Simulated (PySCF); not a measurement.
Simulated outer-valence photoelectron spectrum of `Fc1cs[cH+]s1`. The calculation used EOM-IP-CCSD/aug-cc-pVDZ in PySCF, restricted Hartree–Fock reference, 14 core orbitals frozen, non-relativistic, gas phase, PBE0-D3(BJ)/def2-SVP geometry.

Each root has a Gaussian of 0.5 eV full width with its one-hole share as area; cross sections and vibrations are left out, and the highest printed point is 100.

(ionisation energy (eV), intensity): (14.8, 1), (14.9, 3), (15.0, 8), (15.1, 20), (15.2, 41), (15.3, 67), (15.4, 86), (15.5, 90), (15.6, 75), (15.7, 50), (15.8, 27), (15.9, 14), (16.0, 13), (16.1, 23), (16.2, 43), (16.3, 68), (16.4, 87), (16.5, 88), (16.6, 72), (16.7, 47), (16.8, 25), (16.9, 10), (17.0, 3), (17.1, 1), (17.2, 0), (17.3, 0), (17.4, 0), (17.5, 0), (17.6, 1), (17.7, 3), (17.8, 9), (17.9, 22), (18.0, 44), (18.1, 70), (18.2, 91), (18.3, 100), (18.4, 99), (18.5, 97), (18.6, 99), (18.7, 100), (18.8, 90), (18.9, 70), (19.0, 52), (19.1, 46), (19.2, 56), (19.3, 74), (19.4, 85), (19.5, 81), (19.6, 61), (19.7, 37), (19.8, 18), (19.9, 7), (20.0, 2), (20.1, 1)

Question: Where are the maxima, and how many lines lie under the curve?

Answer: 5 maxima, at 15.5, 16.5, 18.3, 18.7 and 19.4 eV, from 5 lines.

Question: List the lines with their holes.

Answer: 
```json
{"E (eV)": "15.47", "leading hole (HF orbital)": "HOMO", "area": "0.95", "Koopmans (eV)": "15.60"}
{"E (eV)": "16.46", "leading hole (HF orbital)": "HOMO-1", "area": "0.95", "Koopmans (eV)": "16.85"}
{"E (eV)": "18.25", "leading hole (HF orbital)": "HOMO-2", "area": "0.95", "Koopmans (eV)": "19.22"}
{"E (eV)": "18.73", "leading hole (HF orbital)": "HOMO-3", "area": "0.95", "Koopmans (eV)": "20.18"}
{"E (eV)": "19.43", "leading hole (HF orbital)": "HOMO-4", "area": "0.90", "Koopmans (eV)": "20.81"}
```

The widest gap, 1.79 eV, lies between 16.46 and 18.25 eV. Only orbitals with −ε under 21 eV, eight at most, were ionised, so the high end of the curve may lack lines.
